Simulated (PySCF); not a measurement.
Worked example: dipole moment from atomic charges

hydrogen fluoride (FH), SMILES F. Atoms are numbered in the order given.

```xyz
2

F      0.0000     0.0000    -0.0925
H      0.0000     0.0000     0.8329
```

Geometry: B3LYP-D3(BJ)/def2-TZVPD.

Charges (e) from CAM-B3LYP/def2-TZVPD in PySCF:

```tsv
atom	IAO	ESP fit
F1	-0.472	-0.428
H2	0.472	0.428
```

The dipole moment of the full density is 1.84 D.

Problem. What dipole moment does each set of point charges give, and which comes closer to that of the density?

Solution. 
μ = Σ q r, and 1 e Å = 4.8032 D.
IAO: Σ q r = (0.000, 0.000, 0.437) e Å, |μ| = 2.10 D.
ESP fit: Σ q r = (0.000, 0.000, 0.396) e Å, |μ| = 1.90 D.
ESP fit comes closer in size. Point charges leave out the atoms' own dipoles (lone pairs, polarised bonds); fits to the potential absorb them, partitions of the density don't.
